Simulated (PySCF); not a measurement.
All values below come from PBE-D3(BJ)/def2-TZVP // B3LYP-D3(BJ)/def2-TZVP in PySCF 2.14.0. Gas-phase values, no solvent. One relaxed conformer stands for a flexible species; it need not be the lowest. Delta-SCF ions had no search for a lower state. 

Reference species (SMILES): `S` (neutral, multiplicity 1).

```json
{
 "vertical ionisation energy (Delta-SCF)": "10.35 eV",
 "LUMO": "-0.43 eV"
}
```

Changed species: `SC=O` (O–C–S–H torsion 180°) (X = formyl; the reference has X = H).

**Question.** Give the shifts of the vertical ionisation energy (Delta-SCF) and LUMO.

**Answer.** the vertical ionisation energy (Delta-SCF) falls by 0.09 eV, to 10.26 eV; the LUMO falls by 1.72 eV, to -2.15 eV.
